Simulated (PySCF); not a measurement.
Atom-mapped SMILES (the numbers label the heavy atoms): `[CH3:1][n:2]1[cH:3][n:4][cH:5][n:6]1` (H(Xn): hydrogen on atom n).

PySCF 2.14 calculation with GFN2-xTB geometry and shieldings: GIAO PBE0/pcSseg-1; single conformer, no solvent model, one averaged value for each set of equivalent atoms, relativity neglected.

Referencing at the same level of theory: ¹³C and ¹H vs TMS; ¹⁵N vs NH3.

| atoms | nucleus | count | δ (ppm) |
| --- | --- | --- | --- |
| C5 | ¹³C | 1 | 155.5 |
| H(C1) | ¹H | 3 | 4.06 |
| N2 | ¹⁵N | 1 | 232.0 |
| C1 | ¹³C | 1 | 36.4 |
| H(C5) | ¹H | 1 | 7.89 |
| H(C3) | ¹H | 1 | ? |
| C3 | ¹³C | 1 | 147.4 |
| N4 | ¹⁵N | 1 | ? |
| N6 | ¹⁵N | 1 | ? |

Estimate the values marked ?.

## Answers


- H(C3): 7.87 ppm, hydrogen on an aromatic CH between two ring heteroatoms; the ring current deshields protons in the ring plane
- N6: 338.8 ppm, pyridine-type nitrogen of an azole
- N4: 297.1 ppm, pyridine-type nitrogen of an azole

Shifts are as computed. Against solution values, carbons near 30 ppm lie about +3 ppm off and those near 130 ppm about +5 ppm. Of 1211 compounds with measured shifts, 218 miss one by over three times the rms of a fit or turn the order of signals round; such compounds aren't used in these exercises. Experimental scales use liquid or dissolved standards, which lie at an offset from isolated NH3 (liquid NH3: subtract about 20 ppm). Unscaled 15N shifts of sp2 nitrogen come out 20 to 40 ppm too high even then.
